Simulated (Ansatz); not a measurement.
An Ansatz input:

```yaml
crystal:
  lattice:
    - [0.0, 1.9357313511, 1.9357313511]
    - [1.9357313511, 0.0, 1.9357313511]
    - [1.9357313511, 1.9357313511, 0.0]
  atoms:
    - { symbol: Ir, position: [0.0, 0.0, 0.0], spin: 1.0 }
hamiltonian:
  xc: pbe
  pseudopotentials:
    kind: paw
    azcp:
      Ir: "pseudopotentials/Ir.paw.azcp"
basis:
  ecutwfc: 420
  fft_grid_basis: typed
kpoints:
  mp_grid: { grid: [7, 7, 7], shift: [0, 0, 0] }
magnetization:
  spin_polarized: true
scf:
  occupations: { method: fermi_dirac, width: 0.1 }
```

and its output:

```
Engine: ansatz 0.2.0, aarch64-unknown-linux-gnu
Pseudopotentials: kind: paw
Pseudopotential: Ir, paw, valence charge 17, recommended cutoff 420 eV (normal) 
Functional definition: PBE
  parameter kappa = 0.804
  parameter beta = 0.06672455060314922
  exchange = pbe_x(kappa = kappa, mu = beta*pi^2/3)
  correlation = pbe_c(beta = beta)
Crystal: 1 atoms, lattice volume = 14.507 Å³
Basis set: ecut = 420 eV, 283 PW (Γ)
Bands: 13, of which v1, the nominal top of the filled ones, is band 9 counted from 1 (8 counted from 0)
Symmetry: 48 space group operations
Space group: Fm-3m (ITA 225), of the structure as read, at distance tolerance 2.4e-5 Å
Magnetic group: BNS 225.116 (UNI 1618), of the structure as read, at distance tolerance 2.4e-5 Å
k-points: 20 of 343
Non-local potential: Ir, projectors of the file, l = 0: 3, l = 1: 2, l = 2: 2, l = 3: 1
PAW form: soft (Blöchl's): semilocal exchange-correlation on the pseudo side does not see the compensation charge
PAW one-centre angular grid: Ir, 590 points (default); XC on 64 Gauss nodes
Initial density: superposition of atomic densities (chi_scale 0.1, normalization cell)
Starting moments: Σ|m| = 1 μB on 1 of 1 site
Initial wavefunctions: pseudopotential atomic-orbital guess
Functional: x = pbe(κ = 0.804, μ = 0.2195149727645171), c = pbe(β = 0.06672455060314922)
iter 1 solved again at ethr=2.29e-3 eV; its pass at ethr=3.10e-3 eV (dr2=3.90e-1 eV) is discarded
SCF iter   1: F=—  HF=-11935.510895 eV  |F-HF|=—  |Δ(HF+E_count)|=         —  Δρ=6.92e-2 (↑6.92e-2 ↓3.72e-2)  dr2=3.94e-1  dr2_m=2.96e-1  M=0.043 μB ∫|m|=0.045 μB  β_m=0.30  ethr=2.29e-3  ⟨swp⟩=1.0  Hψ=3336  notcnv=0
Mixer restart at iter 1: flushing history
SCF iter   2: F=—  HF=-11935.318185 eV  |F-HF|=—  |Δ(HF+E_count)|=   1.93e-1  Δρ=4.15e-2 (↑4.15e-2 ↓2.98e-2)  dr2=5.91e-2  dr2_m=1.45e-1  M=0.042 μB ∫|m|=0.042 μB  β_m=0.46  ethr=2.29e-3  ⟨swp⟩=2.9  Hψ=849  notcnv=0
SCF iter   3: F=—  HF=-11935.359158 eV  |F-HF|=—  |Δ(HF+E_count)|=   4.10e-2  Δρ=1.32e-2 (↑1.11e-2 ↓1.32e-2)  dr2=3.06e-3  dr2_m=1.74e-2  M=0.015 μB ∫|m|=0.015 μB  β_m=0.65  ethr=3.48e-4  ⟨swp⟩=2.5  Hψ=871  notcnv=0
SCF iter   4: F=—  HF=-11935.392523 eV  |F-HF|=—  |Δ(HF+E_count)|=   3.34e-2  Δρ=1.00e-3 (↑6.79e-4 ↓1.00e-3)  dr2=1.80e-4  dr2_m=1.15e-5  M=0.001 μB ∫|m|=0.001 μB  β_m=0.78  ethr=1.80e-5  ⟨swp⟩=2.0  Hψ=842  notcnv=0
SCF iter   5: F=—  HF=-11935.393010 eV  |F-HF|=—  |Δ(HF+E_count)|=   4.87e-4  Δρ=3.04e-4 (↑1.66e-4 ↓3.04e-4)  dr2=2.42e-5  dr2_m=2.24e-6  M=0.000 μB ∫|m|=0.000 μB  β_m=0.83  ethr=1.06e-6  ⟨swp⟩=1.6  Hψ=692  notcnv=0
SCF iter   6: F=—  HF=-11935.393045 eV  |F-HF|=—  |Δ(HF+E_count)|=   3.50e-5  Δρ=1.87e-5 (↑1.76e-5 ↓1.87e-5)  dr2=1.01e-7  dr2_m=1.37e-8  M=0.000 μB ∫|m|=0.000 μB  β_m=0.92  ethr=1.42e-7  ⟨swp⟩=2.1  Hψ=739  notcnv=0
SCF iter   7: F=—  HF=-11935.393045 eV  |F-HF|=—  |Δ(HF+E_count)|=   2.23e-7  Δρ=2.16e-6 (↑2.16e-6 ↓1.89e-6)  dr2=7.98e-10  dr2_m=3.34e-10  M=0.000 μB ∫|m|=0.000 μB  β_m=0.96  ethr=5.94e-10  ⟨swp⟩=2.2  Hψ=805  notcnv=0
SCF iter   8: F=—  HF=-11935.393045 eV  |F-HF|=—  |Δ(HF+E_count)|=  6.77e-10  Δρ=3.01e-7 (↑2.60e-7 ↓3.01e-7)  dr2=1.83e-11  dr2_m=6.48e-12  M=0.000 μB ∫|m|=0.000 μB  β_m=0.98  ethr=4.69e-12  ⟨swp⟩=2.0  Hψ=860  notcnv=0
SCF iter   9: F=-11935.393045 eV  HF=-11935.393045 eV  |F-HF|=1.82e-12  |Δ(HF+E_count)|=  1.64e-11  Δρ=6.85e-8 (↑6.85e-8 ↓5.95e-8)  dr2=2.23e-12  dr2_m=2.89e-14  M=0.000 μB ∫|m|=0.000 μB  ethr=1.00e-12  ⟨swp⟩=1.0  Hψ=1200  notcnv=0
SCF 1 converged in 9 iterations: F = -11935.393045 eV  dr2 = 2.23e-12
WARN: the starting moments were not kept: the SCF closed with an absolute magnetisation of 1.1e-7 μB, where they sum to 1 μB in size (1 site). That is at most 0.1 of that sum. Measured as dr2_m measures the in/out step, that magnetisation stands 9.5e-15 eV from none, at or under the dr2_threshold of 1.0e-7 eV: it is no larger than a step whose dr2_m would equal this threshold. The system may hold no moment; this SCF shows only that its start led to no more than that. To try another start: raise the starting moments (crystal.atoms[].spin, magnetization.per_species, magnetization.initial_magnetization, or on a non-collinear deck that types none of these the spinor_matrix: blocks that start its atoms; where the total moment is fixed, keep their sum and leave initial_magnetization as it is; typed ones take the place of any that the run laid by itself, positive ones on a crystal's lanthanoids without a Hubbard term where scf.initial_density.shell_occupations: [] is typed) or, if the notice of its spin-set hold's release reads "site moments contracting" or "site moments show no strong build", lengthen the hold (scf.mixing.spin_hold: { on: { confirm: 4 } }; for m-r²SCAN on two components see the key's manual first). Each may lead to a state that holds a moment. A second SCF, from the converged charge density, with the starting moments and any scf.initial_density.shell_occupations laid on it anew, would have followed, and was not run: the deck does not ask for one (magnetization.retry_lost_moments is false, the default). To let it run, set magnetization.retry_lost_moments: true and run the deck again, where that key's refused combinations let it; where memory then withholds it, that run's warning says so.
SCF converged after 9 iterations
Magnetization: 0.0000 μB (8.5000 up, 8.5000 down)
Absolute magnetization: 0.0000 μB (∫|ρ↑−ρ↓|, with the PAW one-centre terms)
Spin contamination: 0.0000 ħ² per cell (⟨S²⟩ above its minimum at these occupations)
Per-site moments (μB) at R_I (Å): [(6.088415682192516e-8, 1.1292342310575214)]
Free energy (F): -11935.393045 eV
Harris-Foulkes:  -11935.393045 eV  (|F-HF|=1.82e-12)
Internal energy: -11935.373562 eV  (E = F + TS)
E sigma→0 (E₀):  -11935.383303 eV
Entropy (-TS):   -0.019483 eV (-19.483 meV/atom)
Fermi energy:    25.111428 eV
--- Per-component energies (eV) ---
  E_band       = -93.961057
  E_kinetic    = 622.509243
  E_local      = -1092.844340  (includes V_loc(G=0)·N_el)
  E_nonlocal   = 72.544982
  E_hartree    = 417.776686
  E_xc         = -267.850261
  E_vxc        = -299.938922  (∫ρ·V_xc dr)
  E_paw        = -9223.338923  (= ΣΔE_a)
  E_vpaw       = -231.785504  (= ΣTr[D̂ρ^β])
  E_aug_tail   = 0.000054  (compensation charges beyond the density's cutoff)
  E_ewald      = -2464.171003
  E_smearing   = -0.019483  (= −TS)
  E_closure    = 0.000000  (closes the sum)
  Σ components = -11935.393045   (vs F -11935.393045, Δ=0.00e0)
```
